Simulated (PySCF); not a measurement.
State search for LiO

Unrestricted PBE0; Li x2c-TZVPPall, O x2c-TZVPPall; spin-free X2C with a Gaussian nucleus (PySCF 2.14). Outer shells of the fragments: Li 2s1; O 2s2 2p4.

Followed along the bond (rough minima from three points):

```
2Ms+1   unpaired  ⟨S²⟩ at the start  R at minimum (Å)  Te (eV)
    2        π ↑               0.75              1.68     0.00
    2        σ ↑               0.75              1.59     0.30
    4  σ ↑, π ↑↑               3.75  none in the scan   ≤ 3.44
```

Solutions found at the starting distance of 1.885 Å, counted from the lowest of them; the search is not exhaustive and high or unbound solutions are not listed, so other states can lie among these:

| 2Ms+1 | unpaired | term | E (eV) | ⟨S²⟩ | ⟨Lz²⟩ | μ (D) |
| --- | --- | --- | --- | --- | --- | --- |
| 2 | π ↑ | ²Π | 0.00 | 0.75 | 1.01 | -7.14 |
| 2 | σ ↑ | ²Σ⁺ | 0.51 | 0.75 | 0.00 | -7.03 |
| 4 | σ ↑, π ↑↑ | ⁴Σ⁻ | 3.34 | 3.75 | 0.00 | 2.81 |
| 2 | σ ↓, π ↑↑ | mixed | 3.40 | 1.75 | 0.00 | 3.16 |
| 4 | σ ↑↑, π ↑ | ⁴Π | 3.79 | 3.75 | 1.01 | 2.98 |
| 2 | σ ↑, π ↑↓ | mixed | 4.13 | 1.75 | 2.01 | 2.97 |

A term symbol is given only where ⟨S²⟩ and ⟨Lz²⟩ are close to those of a pure state; real π, δ and φ orbitals otherwise mix terms. A positive dipole means Li(−)O(+).

Problem. Compare the gap between the two lowest followed solutions at the starting distance with the gap between their minima.

Solution. At PBE0 the second solution (doublet, unpaired electrons σ ↑) lies +0.51 eV from the first (doublet, unpaired electrons π ↑) at 1.885 Å and +0.30 eV at the minima; the two curves relax by different amounts, since their minima lie near 1.59 and 1.68 Å.

Counting both spins, an empty level lies below a filled one in some of these solutions, because spin and occupation are held.
